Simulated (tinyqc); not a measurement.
Inside a calculation. Method: MP2 on RHF in the sto-6g basis, frozen core, for H2F+, spin multiplicity 1. One step of it, computed by the program tinyqc.

Question. Iteration 9 (converged): orbitals. Diagonalise F' = X^T F X, C = X C', fill 5 alpha and 5 beta electrons from the bottom; D = 2 C_occ C_occ^T. Each column has its largest component positive (the first on a tie).

converged F (hartree), lower triangle:
```
             1F 1s      1F 2s     1F 2px     1F 2py     1F 2pz      2H 1s      3H 1s
1F 1s   -26.884000
1F 2s    -6.511593  -3.426754
1F 2px    0.000000   0.000000  -0.989532
1F 2py    0.000000   0.000000   0.000000  -0.887357
1F 2pz   -0.019069  -0.077774   0.000000   0.000000  -0.931064
2H 1s    -0.872210  -0.933610   0.000000  -0.474111  -0.332584  -0.694326
3H 1s    -0.872210  -0.933610   0.000000   0.474111  -0.332584  -0.227973  -0.694326
```

X, lower triangle:
```
            1F 1s      1F 2s    1F 2px     1F 2py     1F 2pz      2H 1s     3H 1s
1F 1s    1.022191
1F 2s   -0.129367   1.108959
1F 2px   0.000000   0.000000  1.000000
1F 2py   0.000000   0.000000  0.000000   1.049600
1F 2pz  -0.003827   0.037411  0.000000   0.000000   1.015932
2H 1s    0.014595  -0.174353  0.000000  -0.139544  -0.074531   1.080138
3H 1s    0.014595  -0.174353  0.000000   0.139544  -0.074531  -0.049867  1.080138
```

Give: F' = X^T F X; orbital energies; coefficients C; D after iteration 9.

Answer.

F' = X^T F X (hartree), lower triangle:
```
         1       2       3       4       5       6       7
1  -26.471
2   -3.198  -2.207
3    0.000   0.000  -0.990
4    0.000   0.000   0.000  -0.718
5   -0.030   0.027   0.000   0.000  -0.870
6   -0.107  -0.388   0.000  -0.377  -0.236  -0.379
7   -0.107  -0.388   0.000   0.377  -0.236  -0.048  -0.379
```

orbital energies (hartree): MO1 -26.887, MO2 -1.977, MO3 -1.092, MO4 -1.004, MO5 -0.990, MO6 -0.107, MO7 0.043

coefficients C:
```
           MO1     MO2     MO3     MO4    MO5     MO6     MO7
1F 1s    0.997  -0.240   0.000   0.051  0.000   0.085   0.000
1F 2s    0.012   0.970   0.000  -0.271  0.000  -0.543   0.000
1F 2px   0.000   0.000   0.000   0.000  1.000   0.000   0.000
1F 2py   0.000   0.000   0.746   0.000  0.000   0.000   0.764
1F 2pz   0.001   0.075   0.000   0.887  0.000  -0.503   0.000
2H 1s   -0.002   0.073   0.344   0.220  0.000   0.716  -0.734
3H 1s   -0.002   0.073  -0.344   0.220  0.000   0.716   0.734
```

D after iteration 9, lower triangle:
```
         1F 1s   1F 2s  1F 2px  1F 2py  1F 2pz   2H 1s  3H 1s
1F 1s    2.109
1F 2s   -0.469   2.027
1F 2px   0.000   0.000   2.000
1F 2py   0.000   0.000   0.000   1.113
1F 2pz   0.056  -0.334   0.000   0.000   1.584
2H 1s   -0.017   0.023   0.000   0.514   0.402   0.345
3H 1s   -0.017   0.023   0.000  -0.514   0.402  -0.129  0.345
```
